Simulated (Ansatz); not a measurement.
# One shape, several levels: quartet C2H6B

We compute a comparison of 6 runs (UHF/STO-3G, UHF/3-21G, U-revPBE/6-311+G**, UB2PLYP/6-311+G**, UBHLYP/6-311+G**, UMP2/6-311+G**) of quartet C2H6B. 

Program for the calculation: Ansatz 0.2.0.

45 further runs of the same task are left out: 45 set aside as unsound or not needed.

## (1) The structure to begin with

The species is C2H6B (9 atoms), meant as a quartet with charge 0. SMILES of the parent species: `[CH2]BC`. The shape is that of a PBE0-D4/def2-TZVP optimisation. This is one conformer, not always the lowest. That shape belongs to the parent species and isn't relaxed for this state.

Bond lengths: C1–B2 1.531 Å, B2–C3 1.561 Å, C1–H4 1.088 Å, C1–H5 1.087 Å, B2–H6 1.202 Å, C3–H7 1.092 Å, C3–H8 1.097 Å, C3–H9 1.097 Å. Some angles: C1–B2–C3 122.9°, C1–B2–H6 118.3°, C3–B2–H6 118.8°, B2–C1–H4 122.7°, B2–C1–H5 123.3°, B2–C3–H7 115.2°, B2–C3–H8 109.8°, B2–C3–H9 110.0°, H4–C1–H5 113.9°, H7–C3–H8 108.4°.

## (2) The energy at UHF/STO-3G (run 1)

molecule.yaml reads:

```yaml
crystal:
  periodic: [false, false, false]
  atoms:
    - {symbol: C, position_ang: [-0.840100, 0.743300, -1.023500]}
    - {symbol: B, position_ang: [0.191800, 0.540800, 0.089100]}
    - {symbol: C, position_ang: [0.525000, -0.860100, 0.691800]}
    - {symbol: H, position_ang: [-1.406600, -0.078400, -1.457800]}
    - {symbol: H, position_ang: [-1.074500, 1.714900, -1.450600]}
    - {symbol: H, position_ang: [0.769100, 1.506600, 0.513000]}
    - {symbol: H, position_ang: [-0.036500, -1.695300, 0.267500]}
    - {symbol: H, position_ang: [1.596100, -1.069200, 0.576400]}
    - {symbol: H, position_ang: [0.364200, -0.849200, 1.777100]}
basis:
  gaussian:
    orbitals: STO-3G
accuracy: high
output:
  orbitals: {seedname: orbitals}
magnetization:
  spin_polarized: true
  initial_magnetization: 3
hamiltonian:
  xc: hf
```

Run with:

```sh
ansatz run molecule.yaml --threads 1 --pin off --max-ram 3480MiB --events-out events.jsonl --progress --plain --runs-dir runs
```

Standard output:

```text
Warning: RAYON_NUM_THREADS=1 ignored (pool sized by the plan → 1); use --threads N
Functional definition: HF
  name "HF"
  exchange = exact_x
  correlation = 0
395 factors; integrals over basis functions are off by at most 1.4e-8 eV
mean field evaluation 1: about -2782.8525 eV, gradient 1.2e1 eV
mean field evaluation 2: about -2782.9737 eV, gradient 1.2e1 eV
mean field evaluation 4: about -2784.3405 eV, gradient 1.4e0 eV
mean field evaluation 8: about -2784.3856 eV, gradient 2.3e-2 eV
mean field evaluation 16: about -2784.3845 eV, gradient 1.3e-8 eV
mean field evaluation 32: about -2784.5157 eV, gradient 2.3e-7 eV
mean field evaluation 64: about -2784.5156 eV, gradient 3.7e-2 eV
mean field evaluation 96: about -2781.0490 eV, gradient 1.7e1 eV
mean field evaluation 128: about -2784.3900 eV, gradient 1.8e-2 eV
mean field -2784.51570372 eV, -102.3290646990 hartree, gradient 2.3e-8 eV, S^2 3.779601; 6 other end points of the search recorded, 0 dependent functions left out
reference -2784.51570372 eV, -102.3290646990 hartree; 13, 10 occupied and 8, 11 virtual orbitals, 395 factors
Total energy: -2784.51570372 eV, -102.3290646990 hartree
```

Run time: 0.26 s. Hardware: 1 thread of Arm Neoverse V2, shared host.

## (3) A single-point energy at UHF/3-21G (run 2)

in.yaml reads:

```yaml
crystal:
  periodic: [false, false, false]
  atoms:
    - symbol: C
      position_ang: [-0.840100, 0.743300, -1.023500]
    - symbol: B
      position_ang: [0.191800, 0.540800, 0.089100]
    - symbol: C
      position_ang: [0.525000, -0.860100, 0.691800]
    - symbol: H
      position_ang: [-1.406600, -0.078400, -1.457800]
    - symbol: H
      position_ang: [-1.074500, 1.714900, -1.450600]
    - symbol: H
      position_ang: [0.769100, 1.506600, 0.513000]
    - symbol: H
      position_ang: [-0.036500, -1.695300, 0.267500]
    - symbol: H
      position_ang: [1.596100, -1.069200, 0.576400]
    - symbol: H
      position_ang: [0.364200, -0.849200, 1.777100]
basis:
  gaussian: {orbitals: 3-21G.json}
magnetization: {spin_polarized: true, initial_magnetization: 3}
hamiltonian: {xc: hf}
accuracy: high
output: {orbitals: {seedname: orbitals}}
```

The basis set 3-21G is read from a file made from the Basis Set Exchange's data (not shown).

Run with:

```sh
ansatz run in.yaml --threads 1 --pin off --max-ram 3480MiB --events-out events.jsonl --progress --plain --runs-dir runs
```

Standard output:

```text
Warning: RAYON_NUM_THREADS=1 ignored (pool sized by the plan → 1); use --threads N
[... 4 set-up lines as earlier in the session ...]
938 factors; integrals over basis functions are off by at most 1.0e-8 eV
mean field evaluation 1: about -2801.5231 eV, gradient 1.5e1 eV
mean field evaluation 2: about -2801.8172 eV, gradient 1.5e1 eV
mean field evaluation 4: about -2803.6708 eV, gradient 2.3e0 eV
mean field evaluation 8: about -2803.8079 eV, gradient 3.5e-1 eV
mean field evaluation 16: about -2803.8273 eV, gradient 1.7e-5 eV
mean field evaluation 32: about -2803.6566 eV, gradient 4.6e-1 eV
mean field evaluation 64: about -2803.6417 eV, gradient 1.9e-1 eV
mean field evaluation 96: about -2803.4832 eV, gradient 3.0e-1 eV
mean field evaluation 128: about -2803.8273 eV, gradient 4.3e-6 eV
mean field -2803.82726700 eV, -103.0387515600 hartree, gradient 2.5e-8 eV, S^2 3.767932; 2 other end points of the search recorded, 0 dependent functions left out
reference -2803.82726700 eV, -103.0387515600 hartree; 13, 10 occupied and 26, 29 virtual orbitals, 938 factors
Total energy: -2803.82726700 eV, -103.0387515600 hartree
```

Run time: 0.66 s. Hardware: 1 thread of Arm Neoverse V2, shared host; peak memory 0.091 GiB.

Runs 3 to 5 aren't shown in full; the table further down has their settings and results.

## (4) A single-point energy at UMP2/6-311+G(d,p) (run 6)

molecule.yaml, as its differences from that of step 2:

```diff
@@ -13,11 +13,5 @@
 basis:
-  gaussian:
-    orbitals: STO-3G
+  gaussian: {orbitals: 6-311+G_st__st_.json}
+magnetization: {spin_polarized: true, initial_magnetization: 3}
+correlation: {method: mp2, frozen_orbitals: {B: 1, C: 1, H: 0}}
 accuracy: high
-output:
-  orbitals: {seedname: orbitals}
-magnetization:
-  spin_polarized: true
-  initial_magnetization: 3
-hamiltonian:
-  xc: hf
```

The basis set 6-311+G** is read from a file made from the Basis Set Exchange's data (not shown).

Run with:

```sh
ansatz run molecule.yaml --threads 1 --pin off --max-ram 3480MiB --events-out events.jsonl --progress --plain --runs-dir runs
```

Standard output:

```text
Warning: RAYON_NUM_THREADS=1 ignored (pool sized by the plan → 1); use --threads N
[... 4 set-up lines as earlier in the session ...]
2069 factors; integrals over basis functions are off by at most 3.6e-9 eV
mean field evaluation 1: about -2816.9527 eV, gradient 2.2e1 eV
mean field evaluation 2: about -2816.9554 eV, gradient 2.2e1 eV
mean field evaluation 4: about -2820.2358 eV, gradient 3.1e0 eV
mean field evaluation 8: about -2820.4634 eV, gradient 2.1e-1 eV
mean field evaluation 16: about -2820.4663 eV, gradient 2.5e-8 eV
mean field evaluation 32: about -2820.1013 eV, gradient 1.6e0 eV
mean field -2820.46631729 eV, -103.6502253795 hartree, gradient 2.5e-8 eV, S^2 3.767127; 5 other end points of the search recorded, 0 dependent functions left out
3 core orbitals not correlated: weight in the atoms' cores, before any rotation towards them, 1.000 or more for the frozen orbitals, at most 0.000 for the correlated occupied ones
reference -2820.46631729 eV, -103.6502253795 hartree; 10, 7 occupied and 89, 92 virtual orbitals, 2069 factors
second order -9.76862661 eV of doubles, -0.00000000 eV of singles
Total energy: -2830.23494390 eV, -104.0092157862 hartree
```

Wall time 6 s (1 thread of Arm Neoverse V2, shared host); peak memory 0.27 GiB.

## (5) The series

```tsv
run	level	frozen core orbitals	energy (Eh)	HOMO energy (eV)	⟨S²⟩	wall time
1	UHF/STO-3G	–	-102.329065	-3.38	3.780	0.26 s
2	UHF/3-21G	–	-103.038752	-4.89	3.768	0.66 s
3	U-revPBE/6-311+G**	–	-104.375861	-1.43	3.755	14 s
4	UB2PLYP/6-311+G**	3	-104.260749	-3.26	3.761	23 s
5	UBHLYP/6-311+G**	–	-104.323264	-3.22	3.759	18 s
6	UMP2/6-311+G**	3	-104.009216	–	3.767	6 s
```

## (6) Summary of results

| quantity | value |
| --- | --- |
| run 6: total energy | -104.00922 Eh |
| run 6: correlation energy (3 core orbitals frozen) | -359.0 mEh |
| run 6: ⟨S²⟩ of the reference determinant | 3.767 |

**Reading.** Totals of different functionals can't be ranked against each other. In run 1 the basis is minimal, so the values are rough. All runs together took 62 s, the longest 23 s.
